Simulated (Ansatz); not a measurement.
Species: C4H4S, SMILES `c1ccsc1` with one electron removed (charge 1, multiplicity 2).

Q: Give a relaxed geometry from B3LYP-D3(BJ)/def2-TZVP run with Ansatz (a first-principles code).

A: the end point of this relaxation (outside a Z-matrix the atoms follow the SMILES, hydrogens last).
Z-matrix (Å, degrees):
```
C
C 1 1.3720
H 2 1.0804 1 125.53
H 1 1.0804 2 125.54 3 0.00
C 1 1.4193 4 122.64 2 -179.99
H 5 1.0818 1 126.34 4 -0.02
C 2 1.4194 3 122.66 1 180.00
H 7 1.0818 2 126.37 3 0.02
S 7 1.7165 8 120.43 2 -179.98
```
